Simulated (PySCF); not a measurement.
B3LYP has the VWN-RPA correlation part, as in Gaussian. 

```xyz
10

C      1.2453    -0.2483    -0.2539
C      0.0205     0.6304    -0.1253
C     -1.2550    -0.0541     0.3144
O      0.0588     1.8152    -0.3615
H      2.0861     0.3345    -0.6223
H      1.4966    -0.6814     0.7179
H      1.0460    -1.0830    -0.9305
H     -2.0525     0.6769     0.4244
H     -1.0995    -0.5805     1.2593
H     -1.5463    -0.8066    -0.4231
```

Charge 0, multiplicity 1.

### Question
Give the Mulliken and meta-Löwdin atomic charges from B3LYP-D3(BJ)/def2-TZVP (PySCF).

### Answer

| atom | Mulliken (e) | meta-Löwdin (e) |
|---|---|---|
| C1 | -0.32 | -0.38 |
| C2 | 0.20 | 0.40 |
| C3 | -0.32 | -0.38 |
| O4 | -0.28 | -0.42 |
| H5 | 0.13 | 0.13 |
| H6 | 0.12 | 0.13 |
| H7 | 0.12 | 0.13 |
| H8 | 0.13 | 0.13 |
| H9 | 0.12 | 0.13 |
| H10 | 0.12 | 0.13 |
